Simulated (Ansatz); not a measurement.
# CF+ (triplet): wave-function methods side by side at distance C1–F2 = 1.884 Å, 6-31G

The task here is to estimate one member of a computed series from the others.

The runs use Ansatz 0.2.0, Gaussian basis; 6-31G, core rule «outside noble gas», up to 2 orbitals frozen.

The runs, in order: UHF; CCSD(T) on ROHF; CCSD(T) on UHF; BCCD(T) on ROHF; CISD as a restricted active space (open shells left free, so some higher excitations enter); CCSDT(Q) on ROHF; CCSDT(Q) on UHF; CISDTQ; CCSDTQ on ROHF; CCSDTQ on UHF; CASSCF and MRCISD+Q, 4 electrons in 4 orbitals; CASSCF and NEVPT2, 4 electrons in 4 orbitals; CASSCF and MRCISD+Q, 10 electrons in 8 orbitals; CASSCF and NEVPT2, 10 electrons in 8 orbitals; Full CI.

19 further runs of the same task are left out: 17 that didn't finish, 2 set aside as unsound or not needed. Runs told in other sessions of the task aren't counted.

**What is computed**

The geometry derives from a PBE0/def2-TZVP stationary point (not a proven minimum). One bond is set to the value named and the two fragments are kept rigid.

2 atoms, charge 1, spin multiplicity 3.

Atoms are counted from 1 here; the program's logs count them from 0.

No contacts short enough for the rule that draws bonds.

Set-up of the first run:

in.yaml reads:

```yaml
crystal:
  periodic: [false, false, false]
  atoms:
    - {symbol: C, position_ang: [0.000000, 0.000000, 0.000000]}
    - {symbol: F, position_ang: [0.000000, 0.000000, 1.884000]}
basis:
  gaussian: {orbitals: 6-31G}
total_charge: 1
magnetization: {spin_polarized: true, initial_magnetization: 2}
hamiltonian: {xc: hf}
output: {orbitals: {seedname: orbitals}}
```

Started as:

```sh
> ansatz run in.yaml --threads 1 --pin off --events-out ev --progress --plain --max-ram 2393MiB
```

Steps of the session up to this table: UHF; CCSD(T) on ROHF; CCSD(T) on UHF; BCCD(T) on ROHF; CISD as a restricted active space (open shells left free, so some higher excitations enter); CCSDT(Q) on ROHF; CCSDT(Q) on UHF; CISDTQ; CCSDTQ on ROHF; CCSDTQ on UHF; CASSCF and MRCISD+Q, 4 electrons in 4 orbitals; CASSCF and NEVPT2, 4 electrons in 4 orbitals; CASSCF and MRCISD+Q, 10 electrons in 8 orbitals; CASSCF and NEVPT2, 10 electrons in 8 orbitals; Full CI.

One of the session's tables, all rows but one given; the rest of the session is left out.

It belongs to the step «Misses and costs». 

| method | from FCI (kcal/mol) |
| --- | --- |
| ROHF | +92.67 |
| UHF | +91.61 |
| RMP2 | +20.39 |
| UMP2 | +20.14 |
| CISD | +7.17 |
| RCCSD | +3.19 |
| UCCSD | +3.20 |
| RCCSD(T) | +1.70 |
| UCCSD(T) | +1.71 |
| BCCD(T) | +1.68 |
| RCCSDT | +0.63 |
| UCCSDT | +0.62 |
| CISDTQ | +1.00 |
| RCCSDT(Q) | +0.21 |
| UCCSDT(Q) | +0.18 |
| RCCSDTQ | +0.02 |
| UCCSDTQ | ? |
| FCI | 0 |

Estimate the missing values for UCCSDTQ.

The run gave: from FCI (kcal/mol): +0.01. In the column «from FCI (kcal/mol)» it lies between FCI (0) and RCCSDTQ (+0.02).

Not comparable, so not listed: CASSCF and MRCISD+Q, 4 electrons in 4 orbitals (they don't share determinant, frozen orbitals or solution with the rows shown, or repeat one).

To keep in mind: Left out of the table: CASSCF pair, NEVPT2 pair, CASSCF valence, NEVPT2 valence, MRCISD valence, MRCISD+Q valence (the active space lost an orbital or holds another state than full CI finds). The program flags RCCSDTQ, UCCSDTQ as in doubt, so read those rows with care; the flags are other amplitudes. Levels on UHF freeze UHF's core orbitals, full CI those of ROHF, so the U rows can settle a little off it for that reason alone. Restricted and unrestricted rows rest on different reference determinants; a gap between their highest levels can come from leftover correlation error, from unlike frozen cores or from another state. Warnings in the runs' records: passed over end.
